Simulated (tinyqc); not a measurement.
Stretching all distances: RHF, UHF, MP2, CISD and CCSD against full CI in the sto-6g basis, for HF, spin multiplicity 1. Computed by the program tinyqc with PySCF. All coordinates are multiplied by the scale. c0^2 is the weight of the RHF determinant in the lowest singlet FCI state (UHF is spin-contaminated and may lie near states of higher spin) and n(LUMO) the first natural occupation beyond the occupied space.

Geometry (angstrom):

| atom | x | y | z |
|---|---|---|---|
| F | 0.0000 | 0.0000 | 0.0000 |
| H | 0.0000 | 0.0000 | 0.8760 |

Full CI energy (hartree) and errors against it (kcal/mol):

| scale | distance 1-2 (angstrom) | E(FCI) | RHF | UHF | MP2 | CISD | CCSD | <S^2> UHF | c0^2 | n(LUMO) |
|---|---|---|---|---|---|---|---|---|---|---|
| 0.8600 | 0.7534 | -99.438548 | 9.8537 | 9.8537 | 2.7608 | 0.0000 | 0.0000 | 0.0000 | 0.9931 | 0.0135 |
| 1.2600 | 1.1038 | -99.523684 | 27.2618 | 27.2618 | 10.3510 | 0.0000 | 0.0000 | 0.0000 | 0.9654 | 0.0680 |
| 1.4600 | 1.2790 | -99.491682 | 41.7627 | 37.8922 | 17.3880 | 0.0000 | 0.0000 | 0.2923 | 0.9326 | 0.1326 |
| 1.6500 | 1.4454 | -99.458259 | 59.4991 | 32.4095 | 26.1394 | 0.0000 | 0.0000 | 0.6469 | 0.8855 | 0.2260 |
| 1.8500 | 1.6206 | -99.429457 | 81.6385 | 21.7087 | 36.5988 | 0.0000 | 0.0000 | 0.8283 | 0.8214 | 0.3534 |
| 2.0500 | 1.7958 | -99.409712 | 105.5865 | 12.7384 | 46.4479 | 0.0000 | 0.0000 | 0.9165 | 0.7515 | 0.4927 |

Estimate the missing row, scale = 1.06.

Computed row:
```
scale   distance 1-2 (angstrom)      E(FCI)      RHF      UHF     MP2    CISD    CCSD  <S^2> UHF    c0^2  n(LUMO)
1.0600                   0.9286  -99.527715  16.8527  16.8527  5.6166  0.0000  0.0000     0.0000  0.9839   0.0316
```

UHF parts from RHF first at scale 1.46 of those listed, where <S^2> leaves zero. The weight c0^2 goes from 0.99 to 0.75 and n(LUMO) from 0.01 to 0.49: static correlation grows as the bonds break into open-shell fragments. The spread of the error along the curve, which distorts its shape, is CISD 0.0, CCSD 0.0, UHF 28.0, MP2 43.7, RHF 95.7 kcal/mol. With one virtual orbital CISD and CCSD are exact.
